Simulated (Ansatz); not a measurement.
# B₂H₃S radical (SMILES B[B]S): single points off equilibrium

The task here is to estimate one member of a computed series from the others.

Method: single points in def2-TZVPP; program: Ansatz 0.2.0, Gaussian basis.

Cores are frozen in the correlated methods. Orbitals are unrestricted.

### Starting geometry

SMILES `B[B]S`, 6 atoms, charge 0, spin multiplicity 2.

Atoms are counted from 1 here; the program's logs count them from 0.

Bond lengths: B1–B2 1.536 Å, B1–H4 1.179 Å, B1–H5 1.151 Å, B2–S3 1.719 Å, S3–H6 1.354 Å. Angles: B2–B1–H4 123.8°, B2–B1–H5 122.8°, H4–B1–H5 113.4°, B1–B2–S3 177.2°, B2–S3–H6 101.2°.

As a file:

```xyz
6
charge 0, multiplicity 2
B    -1.00930    0.26970   -0.57100
B     0.16420   -0.23740    0.28010
S     1.42220   -0.85000    1.27930
H    -1.28960   -0.16950   -1.62910
H    -1.69550    1.13110   -0.23630
H     2.46210   -0.07230    0.89740
```

The first run:

run/in.yaml reads:

```yaml
crystal:
  periodic: [false, false, false]
  atoms:
    - {symbol: B, position_ang: [-1.009300, 0.269700, -0.571000]}
    - {symbol: B, position_ang: [0.164200, -0.237400, 0.280100]}
    - {symbol: S, position_ang: [1.422200, -0.850000, 1.279300]}
    - {symbol: H, position_ang: [-1.289600, -0.169500, -1.629100]}
    - {symbol: H, position_ang: [-1.695500, 1.131100, -0.236300]}
    - {symbol: H, position_ang: [2.462100, -0.072300, 0.897400]}
basis:
  gaussian: {orbitals: def2-TZVPP}
magnetization: {spin_polarized: true, initial_magnetization: 1}
correlation: {method: ccsd_t}
scf: {omitted_lower_state_checks: [cluster_reference]}
output: {forces: true}
```

No record of the launch command was kept for these runs.

Among the steps run: CCSD(T)/def2-TZVPP; PBE0-D4/def2-TZVPP; wB97M-V/def2-TZVPP; r2SCAN-D4/def2-TZVPP; PBE-D4/def2-TZVPP; B97M-V/def2-TZVPP; BHLYP-D4/def2-TZVPP.

One table of the session follows, with a row left open; its other results are not shown here.

```
   method  RMS force component (eV/Å)  angle to CCSD(T) forces (°)  dipole (D)
  CCSD(T)                       0.502                    reference        2.32
  PBE0-D4                       0.436                         14.2        2.23
  wB97M-V                       0.417                          7.2        2.31
r2SCAN-D4                       0.421                         15.3        2.21
   PBE-D4                       0.464                         25.4        2.29
   B97M-V                       0.388                         16.1        2.23
 BHLYP-D4                           ?                            ?           ?
```

Q: Estimate the row for BHLYP-D4 from the others.

**Answer.** RMS force component (eV/Å): 0.419; angle to CCSD(T) forces (°): 14.6; dipole (D): 2.12. In the column «RMS force component (eV/Å)» it lies between wB97M-V (0.417) and r2SCAN-D4 (0.421).
